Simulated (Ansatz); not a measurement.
A displaced shape of singlet LiH:

```xyz
2

Li    0.0449   -0.0017   -0.4215
H    -0.0070   -0.0111    1.1501
```

It was optimised with HF/def2-SVP in Ansatz (development build ahead of 0.2.0) to forces under 0.001 eV/Å, with restricted orbitals. Each step stands on the lowest determinant of that kind that the program's search found.

Question: What shape does it relax to, and how does the optimisation go?

Answer:

```xyz
2

Li    0.0454   -0.0016   -0.4383
H    -0.0075   -0.0112    1.1670
```

Bond lengths: Li1–H2 1.606 Å.

| step | E − E(start) (eV) | largest force (eV/Å) |
| --- | --- | --- |
| 1 | 0.0000 | 0.2446 |
| 2 | -0.0040 | 0.0122 |
| 3 | -0.0040 | 0.0002 |

The optimisation ended after 3 steps with its threshold met.
